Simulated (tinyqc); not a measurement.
UHF in the sto-3g basis, for H2O+, spin multiplicity 2, step by step (part 2 of 2). This run ends on a higher stationary point, not on the lowest solution. Computed by tinyqc, a small Python program that keeps every step (integrals from PySCF). Command: `OMP_NUM_THREADS=1 python tinyqc.py 24799 24800 out.jsonl` (the two numbers bound the seeds that draw the settings). One thread of a shared host (Intel(R) Xeon(R) Processor @ 2.60GHz), about 0.1 s of CPU time with the checks.

Geometry (angstrom):
```
atom       x        y       z
O     0.0000   0.0000  0.0000
H     0.0000   0.9280  0.8710
H     0.0000  -0.9280  0.8710
```

## Convergence

Stop when the energy changes by less than 1e-10 hartree and every element of the error matrix X^T (F D S - S D F) X (for each spin) is below 3e-06.

Course of the cycle:
```
iteration  E (hartree)     change  largest element of the error matrix
1           -26.428573          -                             1.43e-01
2           -41.949793  -1.55e+01                             1.15e-01
3           -52.155938  -1.02e+01                             9.81e-02
4           -58.995129  -6.84e+00                             8.04e-02
5           -63.655906  -4.66e+00                             9.54e-02
6           -66.875180  -3.22e+00                             9.18e-02
7           -69.080499  -2.21e+00                             3.22e-02
8           -70.659127  -1.58e+00                             2.07e-02
9           -71.776623  -1.12e+00                             2.74e-02
10          -72.564521  -7.88e-01                             3.08e-02
11          -73.113454  -5.49e-01                             3.68e-02
12          -73.504593  -3.91e-01                             3.55e-02
13          -73.778896  -2.74e-01                             3.46e-02
14          -73.971281  -1.92e-01                             3.24e-02
...                ...        ...                                  ...
39          -74.423118  -2.71e-05                             4.98e-06
40          -74.423137  -1.90e-05                             3.49e-06
41          -74.423150  -1.33e-05                             2.44e-06
42          -74.423159  -9.29e-06                             1.71e-06
43          -74.423166  -6.50e-06                             1.20e-06
44          -74.423170  -4.55e-06                             8.38e-07
45          -74.423174  -3.19e-06                             5.86e-07
46          -74.423176  -2.23e-06                             4.11e-07
47          -74.423177  -1.56e-06                             2.87e-07
48          -74.423178  -1.09e-06                             2.01e-07
49          -74.423179  -7.65e-07                             1.41e-07
50          -74.423180  -5.35e-07                             9.86e-08
51          -74.423180  -3.75e-07                             6.90e-08
52          -74.423180  -2.62e-07                             4.83e-08
```

PySCF UHF in the same basis, after a stability check = -74.596637 hartree

Not converged within the cap of 52 iterations: the residual falls steadily but slowly, by a factor of about 0.70 a step. Reruns (cap 100 unless said): DIIS 8: converged in 21 to a higher stationary point; damping 0.5: converged in 96 to a higher stationary point; level shift 0.5: converged in 74 to a higher stationary point; atomic densities as start, DIIS 8: converged in 14; the original settings with a cap of 400: converged in 75 to a higher stationary point.
